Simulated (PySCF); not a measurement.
How far each method lies from RCCSDT for HB–CH, quartet

Geometry: a point of a stretch scan, not a stationary point.

```tsv
atom	x (Å)	y (Å)	z (Å)
B	0.0000	-0.0979	0.6271
C	0.0000	-0.0509	-0.5640
H	0.0000	0.9018	1.2971
H	0.0000	0.7544	-1.3020
```

Basis 6-31G; PySCF 2.14.0. Correlated methods freeze the noble-gas cores, which leaves 9 electrons in 20 orbitals. Prefix R: restricted or restricted open-shell reference; prefix U: unrestricted.

Full CI isn't at hand for all of this; RCCSDT serves as the reference. It lacks quadruple excitations, which often exceed the step from CCSD(T) to CCSDT. The frozen core follows each run's orbitals, which can shift R against U totals by a few meV.

The UHF ⟨S²⟩ is 3.757 and the T1 diagnostic (ROHF- or RHF-based CCSD) is 0.0194. The largest doubles amplitude (ROHF- or RHF-based CCSD) is 0.039 and the T1 diagnostic (UCCSD) is 0.0166.

```csv
level,E − E(RCCSDT) (mEh),share of correlation (%),wall time
RHF,107.35,0.00,–
UHF,104.87,2.32,–
RMP2,25.49,76.25,–
UMP2,25.22,76.50,–
RCCSD,2.39,97.77,–
UCCSD,2.36,97.80,–
RCCSD(T),0.57,99.47,0.6 s
UCCSD(T),0.54,99.50,0.42 s
UCCSDT,-0.03,100.03,15 s
```

The correlation energy at RCCSDT, counted from RHF, is -2.921 eV. That run took 15 s on 1 thread of Arm Neoverse N1, shared host.

Times are those of the correlated step on a shared host, with one SCF added for the restricted CCSD run; they ran on 1 thread of Arm Neoverse N1.
